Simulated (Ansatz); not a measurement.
`FC1N=C=N1`, relaxed with RKS PBE0-D4/def2-TZVP in Ansatz from a GFN2-xTB geometry. The force threshold is 0.005 eV/Å; the program also tests the step.

Total charge 0; spin multiplicity 1.

Start:

```xyz
6

F     0.408    0.751    1.495
C     0.196   -0.046    0.447
N    -1.022    0.096   -0.264
C    -0.545   -0.239   -1.487
N     0.405    0.486   -0.850
H     0.558   -1.049    0.659
```

```
step  energy (eV)  largest force (eV/Å)  largest move (Å)
   1   -7776.0603                 1.819             0.000
   2   -7776.1187                 0.891             0.015
   3   -7776.1399                 0.062             0.016
   4   -7776.1401                 0.014             0.003
   5   -7776.1401                 0.012             0.001
   6   -7776.1401                 0.001             0.000
```

End:

```xyz
6

F     0.406    0.751    1.491
C     0.199   -0.047    0.453
N    -1.050    0.098   -0.250
C    -0.540   -0.253   -1.486
N     0.431    0.504   -0.858
H     0.555   -1.052    0.650
```

Run time 20 s (2 threads of an Arm Neoverse V1 on a shared host); peak host memory 0.3 GiB.
